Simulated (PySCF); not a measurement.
# Vertical excitation energies

Silanamine, H5NSi.
SMILES: `N[SiH3]`

Method: TDDFT CAM-B3LYP/def2-SVPD, vertical, gas phase, core orbitals frozen in the response in PySCF 2.14.0, density-fitted response routines. Geometry: PBE0-D3(BJ)/def2-SVP; no solvent, vibrations or thermal averaging.

Task: Predict the UV-vis stick spectrum at this level.

Result: 

| state | λ (nm) | E (eV) | f | symmetry | main configurations (H = HOMO, L = LUMO) |
| --- | --- | --- | --- | --- | --- |
| S1 | 197.0 | 6.30 | 0.018 | A′ | H→L (95%) |
| S2 | 160.9 | 7.71 | 0.034 | A′ | H→L+1 (92%) |
| S3 | 159.4 | 7.78 | 0.0034 | A″ | H→L+2 (96%) |
| S4 | 151.0 | 8.21 | 0.026 | A′ | H→L+3 (48%), H→L+4 (37%), H-2→L (11%) |
| S5 | 149.1 | 8.32 | 0.046 | A′ | H→L+3 (48%), H→L+4 (42%) |
| S6 | 146.7 | 8.45 | 0.0092 | A″ | H→L+5 (90%) |
| S7 | 145.0 | 8.55 | 0.032 | A″ | H-1→L (84%) |
| S8 | 137.5 | 9.02 | 0.027 | A′ | H-2→L (73%), H→L+4 (16%) |
| S9 | 132.1 | 9.39 | 0.126 | A″ | H-1→L+1 (90%) |
| S10 | 129.5 | 9.57 | 0.0001 | – | H→L+6 (68%), H-1→L+3 (12%), H-2→L+2 (10%) |

Triplets (Tamm–Dancoff): T1 5.92 eV, H→L (89%); T2 7.39 eV, H→L+1 (76%); T3 7.50 eV, H→L+2 (93%); T4 7.78 eV, H→L+4 (39%), H→L+3 (26%), H-2→L (24%).

The lowest singlet comes at 197 nm (607 kJ/mol) in the vacuum ultraviolet; it is weak; its leading configuration is HOMO→LUMO (95%). The most intense listed level is S9 at 9.39 eV (132 nm, f = 0.126), 3.09 eV above S1. Löwdin shares by element: HOMO nitrogen 59%, hydrogen 16% or more, silicon 16%; LUMO silicon 40%, hydrogen 25% or more, nitrogen 17% (atoms not listed hold the other 18%). Weighted by f, the mean energy of these states is 8.63 eV. Of the 10 states listed, 7 reach f = 0.01 and 1 stays under 0.0005. The oscillator strengths of these states sum to 0.321; summed over the whole spectrum of an exact calculation they would give the number of electrons, 26 (Thomas–Reiche–Kuhn). No computed singlet lies in the visible range (380 to 750 nm); the lowest, at 197 nm, stands 3.03 eV above its violet end (3.26 eV). The vertical ionisation energy (ΔSCF) is 10.00 eV, 0.43 eV above S10. Symmetry labels in Cs follow from the direction of the transition dipole and are given only for states with f of 0.002 or more. The window holds the lowest 10 singlets.

Time: 5.9 s of wall time; peak memory 0.37 GiB. Hardware: an Arm Neoverse V1 with one thread, no GPU, shared host.
